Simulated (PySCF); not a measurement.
Mayer bond orders and bond lengths

Compound: C₄H₆NO (charge +1).
Numbering: `[CH3:1][n+:2]1[cH:3][cH:4][o:5][cH:6]1` (hydrogens: H7, H8, H9 on C1; H10 on C3; H11 on C4; H12 on C6)

Geometry (GFN2-xTB, Å), atoms numbered from 1 in this order:
```xyz
12
C4H6NO angstrom
C     -1.6564   -0.2040    0.1341
N     -0.2501    0.0595    0.0071
C      0.7407   -0.8875    0.0092
C      1.9097   -0.2085   -0.1233
O      1.6294    1.0996   -0.2024
C      0.3390    1.2343   -0.1224
H     -1.8746   -0.5922    1.1305
H     -1.9614   -0.9511   -0.5991
H     -2.2253    0.7093   -0.0254
H      0.5454   -1.9369    0.1006
H      2.9341   -0.5255   -0.1714
H     -0.1294    2.2025   -0.1635
```

Bond orders from the PBE0/pcSseg-1 density (PySCF). Isolated species at its GFN2-xTB geometry, gas phase.

Task: Where do the orders between heavy atoms depart from those drawn in the SMILES?

Result: The largest departure is 0.454, at C4–O5 (drawn aromatic, 1.046), counting aromatic bonds as 1.5. Drawn single, order below 0.88: C1–N2 (0.861). The bonds drawn aromatic range from 1.05 to 1.66. The SMILES, with its formal charges, is one Lewis structure only.

Task: Set the Mayer orders of the bonds beside their lengths.

Result: 
| bond | drawn as | length (Å) | Mayer order |
| --- | --- | --- | --- |
| C1–N2 | single | 1.436 | 0.861 |
| N2–C3 | aromatic | 1.371 | 1.081 |
| C3–C4 | aromatic | 1.358 | 1.658 |
| C4–O5 | aromatic | 1.340 | 1.046 |
| O5–C6 | aromatic | 1.300 | 1.232 |
| C6–N2 | aromatic | 1.321 | 1.358 |
| C1–H7 | single | 1.091 | 0.943 |
| C1–H8 | single | 1.090 | 0.944 |
| C1–H9 | single | 1.088 | 0.949 |
| C3–H10 | single | 1.071 | 0.963 |
| C4–H11 | single | 1.073 | 0.964 |
| C6–H12 | single | 1.076 | 0.947 |

By pair of heavy elements: C–N: lowest C1–N2 (0.861, 1.436 Å), highest C6–N2 (1.358, 1.321 Å). C–O: lowest C4–O5 (1.046, 1.340 Å), highest O5–C6 (1.232, 1.300 Å).

Task: Sum the orders of all bonds at each heavy atom with more than one neighbour and set the sums beside the valence in the SMILES.

Result: C1 3.697 (drawn 4), N2 3.300 (drawn 4), C3 3.702 (drawn 4), C4 3.668 (drawn 4), O5 2.278 (drawn 2), C6 3.537 (drawn 4). Orders between atoms that aren't bonded are not in these sums.

Mayer orders depend on the basis set.

The run behind these numbers computed NMR shieldings as well. On an Arm Neoverse V2 with one thread, on a shared host, this took 11 s wall.
